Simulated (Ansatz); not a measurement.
A run for Ansatz (a quantum-chemistry and plane-wave program): R-PBE0/def2-TZVPPD on C3H10 (a complex). Files ending in .json are basis or fitting sets from the Basis Set Exchange.

Ansatz 0.2 input:
```yaml
crystal:
  periodic: [false, false, false]
  atoms:
    - {symbol: C, position_ang: [0.00000000, -0.06374421, 2.42054090]}
    - {symbol: H, position_ang: [0.00000000, 1.02169396, 2.34238038]}
    - {symbol: H, position_ang: [0.88828307, -0.46131911, 1.93307194]}
    - {symbol: H, position_ang: [-0.88828307, -0.46131911, 1.93307194]}
    - {symbol: H, position_ang: [0.00000000, -0.35363606, 3.46945195]}
    - {symbol: C, position_ang: [0.00000000, 0.78133572, -1.13543912]}
    - {symbol: H, position_ang: [0.00000000, 1.37465349, -2.05114442]}
    - {symbol: H, position_ang: [-0.88043002, 1.06310554, -0.55580918]}
    - {symbol: C, position_ang: [0.00000000, -0.71332890, -1.44723686]}
    - {symbol: H, position_ang: [0.88043002, 1.06310554, -0.55580918]}
    - {symbol: H, position_ang: [0.00000000, -1.30641812, -0.53140693]}
    - {symbol: H, position_ang: [-0.88100343, -0.99533072, -2.02587154]}
    - {symbol: H, position_ang: [0.88100343, -0.99533072, -2.02587154]}
basis:
  gaussian:
    orbitals: def2-TZVPPD.json
hamiltonian:
  xc: {name: PBE0}
scf: {lower_state_search: off}
```

The log:

```
WARN ansatz: RAYON_NUM_THREADS=2 ignored (pool sized by the plan → 2); use --threads N
Functional definition: PBE0
these checks for a lower state are left out or cut short: stability, starts, cluster_reference, orbital_swaps, neighbouring_geometries, increment
integrals: 0.14 GiB planned
1112 factors; their error is unknown
mean field: 1.65 GiB planned
mean field evaluation 1: about -3260.5147 eV, gradient 7.0e1 eV
mean field evaluation 2: about -3257.3084 eV, gradient 7.5e1 eV
mean field evaluation 4: about -3271.5785 eV, gradient 2.2e0 eV
mean field evaluation 8: about -3271.5583 eV, gradient 8.3e-2 eV
mean field evaluation 16: about -3271.5583 eV, gradient 3.1e-6 eV
mean field -3271.55833429 eV, -120.2275512433 hartree, gradient 1.9e-6 eV, S^2 0.000000; 0 other end points of the search recorded, 0 dependent functions left out
reference -3271.55836987 eV, -120.2275525509 hartree; 14, 14 occupied and 267, 267 virtual orbitals, 1112 factors
Total energy: -3271.55836987 eV, -120.2275525509 hartree
Checks for a lower state left out: stability, starts, cluster_reference, orbital_swaps, neighbouring_geometries, increment
```

The calculation finished and met its thresholds.

Cost: about 8 core-seconds (a rough figure).
